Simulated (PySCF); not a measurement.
Homolysis of single bonds, series Ga SiH3-H. Isolated molecules, 0 K electronic values unless said otherwise. Strings in code marks are SMILES.

The dipole moment from two functionals at the same geometries (r2SCAN-D4/def2-TZVP), both in PySCF: PBE-D3(BJ)/def2-TZVP and r2SCAN-D4/def2-TZVP. 

```
species                                      PBE-D3(BJ)/def2-TZVP (D)
-------------------------------------------  ------------------------
whole molecule (`[SiH3][Ga]([SiH3])[SiH3]`)                      0.03
radical fragment (`[SiH3]`)                                      0.01
whole molecule (`[SiH3][GaH][SiH3]`)                             0.18
whole molecule (`[GaH2][SiH3]`)                                  0.12
radical fragment (`[GaH2]`)                                      0.20
whole molecule (`[GaH3]`)                                        0.00
```

Question: What does r2SCAN-D4/def2-TZVP give for each?

Answer: 
- whole molecule (`[SiH3][Ga]([SiH3])[SiH3]`): 0.03
- radical fragment (`[SiH3]`): 0.05
- whole molecule (`[SiH3][GaH][SiH3]`): 0.17
- whole molecule (`[GaH2][SiH3]`): 0.10
- radical fragment (`[GaH2]`): 0.25
- whole molecule (`[GaH3]`): 0.00
Over these rows, drawn at random from the members with no instability flagged (it was tested for open shells, ions and some series alone), PBE minus r2SCAN-D4: mean -0.01 D, from -0.05 D to +0.01 D.
